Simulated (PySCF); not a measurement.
Na2, SMILES [Na][Na]. Atoms are numbered in the order given.

```xyz
2

Na     0.0000     0.0000    -1.5471
Na     0.0000     0.0000     1.5471
```

The structure is a stationary point at PBE-D3(BJ)/def2-TZVPD.

These are B3LYP/def2-TZVPD (PySCF) values and carry that method's errors.

Isolated molecule, no solvent.

Problem. Estimate the frontier levels, gap, dipole moment and polarisability. (Estimate from the structure and the level; the computed values follow.)

Solution. 
| Quantity | Value |
|---|---|
| highest occupied level | -3.55 eV |
| lowest empty level | -1.53 eV |
| orbital gap | 2.02 eV |
| dipole moment | 0.00 D |
| quadrupole, principal values (traceless, Buckingham form, about the centre of nuclear charge) | -5.64, -5.64, 11.28 D·Å |
| mean static polarisability | 229.3 bohr³ (33.99 Å³) |
| polarisability, principal values | 181.7, 181.7, 324.6 bohr³ |
